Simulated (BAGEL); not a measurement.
# [AlH4]− (SMILES [AlH4-]) at B3LYP/6-31G(d) (density fitting with qzvpp-jkfit, spherical functions)

What is the energy change on altering one bond length of [AlH4]− at B3LYP/6-31G* (density fitting with qzvpp-jkfit, spherical functions)? 

The results are computed with BAGEL 1.2.2.

## 1. The structure to begin with

[AlH4]− has 5 atoms, charge -1, and is taken as a singlet. As SMILES, `[AlH4-]`. Geometry: a GFN2-xTB relaxation, a rough one for these elements and not checked as a minimum.

Bond lengths: Al1–H2 1.628 Å, Al1–H3 1.628 Å, Al1–H4 1.628 Å, Al1–H5 1.627 Å. Angles: H2–Al1–H3 109.4°, H2–Al1–H4 109.5°, H2–Al1–H5 109.4°, H3–Al1–H4 109.5°, H3–Al1–H5 109.4°, H4–Al1–H5 109.6°.

## 2. The energy at B3LYP/6-31G(d) (density fitting with qzvpp-jkfit, spherical functions)

Input file dft.json:

```json
{ "bagel" : [

{
  "title" : "molecule",
  "basis" : "6-31gs.json",
  "df_basis" : "qzvpp-jkfit",
  "angstrom" : true,
  "geometry" : [
    { "atom" : "Al", "xyz" : [   -0.000020,    0.000060,   -0.001080 ] },
    { "atom" : "H", "xyz" : [    1.443510,   -0.504270,    0.556410 ] },
    { "atom" : "H", "xyz" : [   -1.182970,   -0.604500,    0.939130 ] },
    { "atom" : "H", "xyz" : [   -0.203840,   -0.517130,   -1.530710 ] },
    { "atom" : "H", "xyz" : [   -0.056670,    1.625850,    0.036250 ] }
  ]
},
{ "title" : "ks", "xc_func" : "b3lyp", "charge" : -1 },
{ "title" : "print", "file" : "orbitals.molden", "orbitals" : true }

]}
```

The basis set 6-31G* is read from a file made from the Basis Set Exchange's data (not shown).

Launch:

```
$ BAGEL_NUM_THREADS=1 BAGEL dft.json > dft.out
```

Log:

```text
* using 1 threads per process

  ===============================================================
  ===============================================================

  *** Geometry ***

  { "atom" : "Al", "xyz" : [     -0.000038,      0.000113,     -0.002041 ] },
  { "atom" : "H", "xyz" : [      2.727839,     -0.952932,      1.051463 ] },
  { "atom" : "H", "xyz" : [     -2.235489,     -1.142339,      1.774698 ] },
  { "atom" : "H", "xyz" : [     -0.385202,     -0.977234,     -2.892623 ] },
  { "atom" : "H", "xyz" : [     -0.107091,      3.072411,      0.068503 ] },

  Number of auxiliary basis functions:      200

  Since a DF basis is specified, we compute 2- and 3-index integrals:
    o Being stored without compression. Storage requirement is 0.001 GB

  Number of basis functions:       26
  Number of electrons      :       17

    * METHOD: MOLECULE                             0.02

  *** Kohn-Sham DFT ***

    * Removing 5861 points whose weight is below 1.00e-10
    * Grid points: 68669

  === Nuclear Repulsion ===
    18.1028843584

       - DIIS with orbital gradients will be used.

  === KS iteration (b3lyp / 6-31gs.json) ===
      0       -241.00987954          0.08382837           0.06
      1       -244.14979679          0.05396288           0.05
      2       -244.64892755          0.02906446           0.04
      3       -244.84820578          0.00315212           0.04
      4       -244.84931119          0.00034045           0.04
      5       -244.84933710          0.00002284           0.04
      6       -244.84933717          0.00000155           0.04
      7       -244.84933717          0.00000021           0.04
      8       -244.84933717          0.00000007           0.04
      9       -244.84933717          0.00000000           0.04
    * SCF iteration converged.

    * Permanent dipole moment:
           (    0.000089,    -0.000334,     0.003339) a.u.

    * METHOD: KS                                   0.58

    * METHOD: PRINT                                0.00

  ===============================================================
```

Wall time 0.76 s (1 thread of Arm Neoverse V2, shared host); peak memory 0.12 GiB.

## 3. The distorted shape at the same level

Input file calc.json:

```json
{ "bagel": [

{
  "title": "molecule",
  "basis": "6-31gs.json",
  "df_basis": "qzvpp-jkfit",
  "angstrom": true,
  "geometry": [
    { "atom": "Al", "xyz": [       0.028305,      -0.812828,      -0.019745 ] },
    { "atom": "H", "xyz": [       1.471835,      -1.317158,       0.537745 ] },
    { "atom": "H", "xyz": [      -1.154645,      -1.417388,       0.920465 ] },
    { "atom": "H", "xyz": [      -0.175515,      -1.330018,      -1.549375 ] },
    { "atom": "H", "xyz": [      -0.056670,       1.625850,       0.036250 ] }
  ]
},

{
  "title": "ks",
  "xc_func": "b3lyp",
  "charge": -1
},

{
  "title": "print",
  "file": "orbitals.molden",
  "orbitals": true
}

]}
```

The basis set 6-31G* is read from a file made from the Basis Set Exchange's data (not shown).

Launch:

```
$ BAGEL_NUM_THREADS=1 BAGEL calc.json > calc.out
```

Log:

```text
* using 1 threads per process

  ===============================================================
  ===============================================================

  *** Geometry ***

  { "atom" : "Al", "xyz" : [      0.053489,     -1.536022,     -0.037313 ] },
  { "atom" : "H", "xyz" : [      2.781365,     -2.489068,      1.016191 ] },
  { "atom" : "H", "xyz" : [     -2.181963,     -2.678475,      1.739427 ] },
  { "atom" : "H", "xyz" : [     -0.331675,     -2.513370,     -2.927894 ] },
  { "atom" : "H", "xyz" : [     -0.107091,      3.072411,      0.068503 ] },

  Number of auxiliary basis functions:      200

  Since a DF basis is specified, we compute 2- and 3-index integrals:
    o Being stored without compression. Storage requirement is 0.001 GB

  Number of basis functions:       26
  Number of electrons      :       17

    * METHOD: MOLECULE                             0.02

  *** Kohn-Sham DFT ***

    * Removing 5367 points whose weight is below 1.00e-10
    * Grid points: 69163

  === Nuclear Repulsion ===
    16.5694933752

       - DIIS with orbital gradients will be used.

  === KS iteration (b3lyp / 6-31gs.json) ===
      0       -240.81701781          0.07819542           0.06
      1       -243.92280865          0.06326421           0.05
      2       -244.12640080          0.05125197           0.04
      3       -244.78226938          0.01270424           0.04
      4       -244.80264728          0.00222705           0.04
      5       -244.80372766          0.00082647           0.04
      6       -244.80380649          0.00016460           0.04
      7       -244.80380992          0.00001070           0.04
      8       -244.80380992          0.00000116           0.04
      9       -244.80380993          0.00000010           0.04
     10       -244.80380993          0.00000001           0.04
     11       -244.80380993          0.00000000           0.04
    * SCF iteration converged.

    * Permanent dipole moment:
           (   -0.034723,     0.997247,     0.025827) a.u.

    * METHOD: KS                                   0.67

    * METHOD: PRINT                                0.00

  ===============================================================
```

It took 0.86 s on 1 thread of Arm Neoverse V2, shared host; peak memory 0.12 GiB.

## 4. Summary of results

Level: B3LYP/6-31G* (density fitting with qzvpp-jkfit, spherical functions).

```
                                                              quantity          value
                                             first shape: total energy  -244.84934 Eh
                                              first shape: HOMO energy       -1.86 eV
                                              first shape: LUMO energy        6.61 eV
    first shape: HOMO–LUMO gap (to an unbound level, set by the basis)        8.47 eV
                                         distorted shape: total energy  -244.80381 Eh
                                          distorted shape: HOMO energy       -0.83 eV
                                          distorted shape: LUMO energy        5.04 eV
distorted shape: HOMO–LUMO gap (to an unbound level, set by the basis)        5.87 eV
    energy change with the Al1–H5 bond stretched from 1.627 to 2.441 Å       1.239 eV
```

**Reading.** With the Al1–H5 bond stretched from 1.627 to 2.441 Å the energy rises by 1.24 eV (120 kJ/mol). The first shape isn't relaxed at this level, so the change isn't measured from a minimum.
